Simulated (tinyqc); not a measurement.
Inside a calculation. Method: UHF in the sto-3g basis, for BH, spin multiplicity 1. This run ends on a higher stationary point, not on the lowest solution. Computed by tinyqc, a small Python program that keeps every step (integrals from PySCF). Settings: charge = 0, multiplicity = 1, basis = sto-3g, energy threshold = 1e-09, iteration cap = 52, orthogonalisation = canonical, start = Wolfsberg-Helmholz matrix, DIIS depth = 6, damping = 0.2, method = UHF, break = 0.2. Command: `OMP_NUM_THREADS=1 python tinyqc.py 23856 23857 out.jsonl` (the two numbers bound the seeds that draw the settings). One thread of a shared host (Intel(R) Xeon(R) Processor @ 2.60GHz), about 0.2 s of CPU time with the checks.

Geometry (angstrom):
```
atom         x         y         z
B     0.000000  0.000000  0.000000
H     0.000000  0.000000  1.940000
```

Stop when the energy changes by less than 1e-09 hartree and every element of the error matrix X^T (F D S - S D F) X (for each spin) is below 9e-06.

Course of the cycle:
```
iteration   E (hartree)     change  largest element of the error matrix
1          -23.80154341          -                             1.81e-01
2          -24.11668845  -3.15e-01                             6.53e-02
3          -24.24832022  -1.32e-01                             4.19e-02
4          -24.30853220  -6.02e-02                             3.13e-02
5          -24.33259560  -2.41e-02                             3.12e-02
6          -24.34517009  -1.26e-02                             2.82e-02
7          -24.33996635   5.20e-03                             3.93e-03
8          -24.36031959  -2.04e-02                             3.87e-04
9          -24.36468240  -4.36e-03                             7.69e-05
10         -24.36555929  -8.77e-04                             1.49e-05
11         -24.36573485  -1.76e-04                             2.96e-06
12         -24.36576997  -3.51e-05                             5.91e-07
13         -24.36577700  -7.02e-06                             1.18e-07
14         -24.36577840  -1.40e-06                             2.36e-08
15         -24.36577868  -2.81e-07                             4.73e-09
16         -24.36577874  -5.62e-08                             9.46e-10
17         -24.36577875  -1.12e-08                             1.89e-10
18         -24.36577875  -2.25e-09                             3.78e-11
19         -24.36577875  -4.50e-10                             7.57e-12
```

Can the last value be used, and what does the course show?

No, though the log alone does not show it. Converged in 19 iterations. But the solution lies 0.28012 hartree above the reference: it is another stationary point, not the lowest one. Reruns (cap 100 unless said): DIIS 8: converged in 12 to a higher stationary point; damping 0.5: not converged; level shift 0.5: converged in 77 to a higher stationary point; atomic densities as start, DIIS 8: converged in 8 to a higher stationary point. PySCF UHF in the same basis, after a stability check = -24.64590342 hartree.
